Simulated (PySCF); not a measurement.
Choosing a molecule for a target property.

All species are isolated and taken at one optimised geometry, non-relativistic unless stated. Electronic properties by PySCF.

Dipoles, sizes and rotational constants follow the conformer. The torsions of the flexible species, by atom-mapped SMILES:
- `[CH2:1]=[CH:2][S:3](=[O:4])(=[O:5])[OH:6]`: C1–C2–S3–O4 -4°, H–O6–S3–C2 92°
- `[CH3:1][CH2:2][CH2:3][Cl:4]`: C1–C2–C3–Cl4 -63°
- `[CH2:1]=[CH:2][c:3]1[cH:4][cH:5][cH:6][cH:7][cH:8]1`: C1–C2–C3–C4 0°
- `[CH3:1][CH2:2][CH2:3][CH2:4][Cl:5]`: C1–C2–C3–C4 180°, C2–C3–C4–Cl5 180°
- `[O:1]=[CH:2][c:3]1[cH:4][cH:5][o:6][cH:7]1`: O1–C2–C3–C4 0°
- `[CH3:1][O:2][c:3]1[cH:4][cH:5][o:6][cH:7]1`: C1–O2–C3–C4 0°

**Question.** Wanted: dipole moment below 1.8 D (PBE0/pcSseg-1) and smallest rotational constant below 1.23 GHz (PBE0-D3(BJ)/def2-SVP), at PBE0-D3(BJ)/def2-SVP geometries. Which candidate meets both?
A. `CCCCCl` (C4H9Cl)
B. `c1cccnn1` (C4H4N2)
C. `C=Cc1ccccc1` (C8H8)
D. `O=Cc1ccoc1` (C5H4O2)
E. `C=CF` (C2H3F)
F. `CCCCl` (C3H7Cl)
G. `C=CS(=O)(=O)O` (C2H4O3S)

**Answer.** C. Computed values:
```csv
species,dipole moment,smallest rotational constant
C=Cc1ccccc1 (C8H8),0.16 D,1.189 GHz
C=CF (C2H3F),1.34 D,9.158 GHz
CCCCl (C3H7Cl),2.16 D,2.860 GHz
CCCCCl (C4H9Cl),2.33 D,1.264 GHz
O=Cc1ccoc1 (C5H4O2),2.86 D,1.600 GHz
c1cccnn1 (C4H4N2),4.25 D,3.073 GHz
C=CS(=O)(=O)O (C2H4O3S),4.47 D,2.539 GHz
```

**Question.** Wanted: HOMO energy between -8 eV and -7 eV (PBE0/pcSseg-1) and HOMO–LUMO gap above 6.2 eV (PBE0/pcSseg-1), at PBE0-D3(BJ)/def2-SVP geometries. Which candidate meets both?
A. `COc1ccoc1` (C5H6O2)
B. `CCCCl` (C3H7Cl)
C. `C=CF` (C2H3F)
D. `O=Cc1ccoc1` (C5H4O2)
E. `c1ccnnc1` (C4H4N2)
F. `S(O)(=O)(C=C)=O` (C2H4O3S)
G. `C=Cc1ccccc1` (C8H8)

**Answer.** C. Computed values:
```
                  species  HOMO energy  HOMO–LUMO gap
S(O)(=O)(C=C)=O (C2H4O3S)     -8.88 eV        7.43 eV
           CCCCl (C3H7Cl)     -8.31 eV        9.31 eV
             C=CF (C2H3F)     -7.69 eV        8.03 eV
      O=Cc1ccoc1 (C5H4O2)     -7.38 eV        5.92 eV
        c1ccnnc1 (C4H4N2)     -6.83 eV        5.29 eV
       C=Cc1ccccc1 (C8H8)     -6.62 eV        5.49 eV
       COc1ccoc1 (C5H6O2)     -6.08 eV        6.44 eV
```
